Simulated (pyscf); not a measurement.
**Four-centre exchange: H₂N–Al(Cl)–Cl + hydrogen chloride (HCl) → H₂N–Al(Cl)–Cl + hydrogen chloride (HCl)**

Gas phase, singlet surface, charge 0. Bonds broken: Al2–Cl7, Cl3–H8. Bonds formed: Al2–Cl3, Cl7–H8. PySCF, gas phase, ωB97X-D3(BJ)/def2-SVP geometries.

Transition state (Å):

```xyz
8

N     -0.3792     0.9175     0.9597
Al    -1.1830     0.1249    -0.3906
Cl    -1.0036    -2.1689    -0.3831
Cl    -3.1173     0.6810    -0.9715
H      0.5495     0.7142     1.3111
H     -0.8057     1.6640     1.4978
Cl     0.1393    -0.1433    -2.2539
H     -0.2517    -1.4996    -1.5798
```

One imaginary mode, 645i cm⁻¹; descent along it reached the two sides named, in the forms told below.

```json
[
 {"bond": "Al2–Cl7", "change": "breaks", "reactant side (Å)": "2.126", "saddle": "2.300", "product side": "2.6"},
 {"bond": "Cl3–H8", "change": "breaks", "reactant side (Å)": "1.294", "saddle": "1.564", "product side": "2.570"},
 {"bond": "Al2–Cl3", "change": "forms", "reactant side (Å)": "2.6", "saddle": "2.301", "product side": "2.126"},
 {"bond": "Cl7–H8", "change": "forms", "reactant side (Å)": "2.570", "saddle": "1.564", "product side": "1.294"}
]
```

Electronic energies relative to the separated reactants (kcal/mol):

```
level                   barrier  reaction energy  reverse barrier
----------------------  -------  ---------------  ---------------
ωB97X-D3(BJ)/def2-TZVP     -0.3              0.0             -0.3
PBE/def2-TZVP              -2.0              0.0             -2.0
r²SCAN/def2-TZVP           -1.9              0.0             -1.9
B3LYP-D3(BJ)/def2-TZVP      1.1              0.0              1.1
PBE0-D3(BJ)/def2-TZVP      -1.7              0.0             -1.7
M06-2X/def2-TZVP            1.6              0.0              1.6
ωB97M-D3(BJ)/def2-TZVP      2.7              0.0              2.7
HF/def2-TZVP               18.6              0.0             18.6
```

With ωB97M-D3(BJ)/def2-TZVP energies and thermal terms (ideal gas, 1 atm, RRHO with modes under 100 cm⁻¹ raised to 100, one conformer, R ln 2 for chiral ones without a mode under 150 cm⁻¹), in kcal/mol:

```csv
T (K),ΔH‡,ΔG‡,ΔH,ΔG
298,1.0,10.8,0.0,0.0
600,1.2,20.7,0.0,0.0
900,1.7,30.3,0.0,0.0
1200,2.3,39.7,0.0,0.0
```

On the reactant side the descent ends in an adduct with a Al–Cl contact, 8.5 kcal/mol under the separated species and 8.2 kcal/mol under the saddle at ωB97X-D3(BJ)/def2-TZVP. On the product side the descent ends in an adduct with a Al–Cl contact, 8.5 kcal/mol under the separated species and 8.2 kcal/mol under the saddle at ωB97X-D3(BJ)/def2-TZVP. At ωB97X-D3(BJ)/def2-TZVP, PBE, r²SCAN, PBE0-D3(BJ) the saddle lies under the separated reactants, which points to a path from their complex (located at ωB97X-D3(BJ) alone). At ωB97X-D3(BJ)/def2-TZVP, PBE, r²SCAN, PBE0-D3(BJ) the saddle lies under the separated products, which points to a path from their complex (located at ωB97X-D3(BJ) alone). What is counted as formed (Al–Cl) is already present as a longer contact in the reactant adduct; forming that adduct is a step of its own. What is counted as broken (Al–Cl) persists as a longer contact in the product adduct; parting that adduct is a step of its own. This is the saddle that the search found; another between the same sides may lie lower.
